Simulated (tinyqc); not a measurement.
Inside a calculation. Method: coupled-perturbed Hartree-Fock on RHF in the sto-3g basis, for BH3, spin multiplicity 1. One step of it, computed by the program tinyqc.

Question. Response to a field: uncoupled start. Field along z; U_ai = -mu_ai / (e_a - e_i), alpha = -4 sum U_ai mu_ai.

orbital energies (hartree): MO1 -7.425231, MO2 -0.630793, MO3 -0.431912, MO4 -0.431773, MO5 0.242844, MO6 0.569044, MO7 0.661269, MO8 0.661636

dipole integrals <a|z|i> (bohr):
```
           i1         i2        i3         i4
a5   0.120826   0.814088  0.000000  -0.000123
a6  -0.005866  -0.006418  0.000000  -0.000060
a7  -0.000009   0.000003  0.000000   0.036348
a8   0.000000   0.000000  0.036356   0.000000
```

Give: uncoupled U; uncoupled polarisability.

Answer.

uncoupled U:
```
         i1       i2       i3       i4
a5  -0.0158  -0.9318   0.0000   0.0002
a6   0.0007   0.0053   0.0000   0.0001
a7   0.0000   0.0000   0.0000  -0.0333
a8   0.0000   0.0000  -0.0332   0.0000
```

uncoupled polarisability = 3.0518 bohr^3
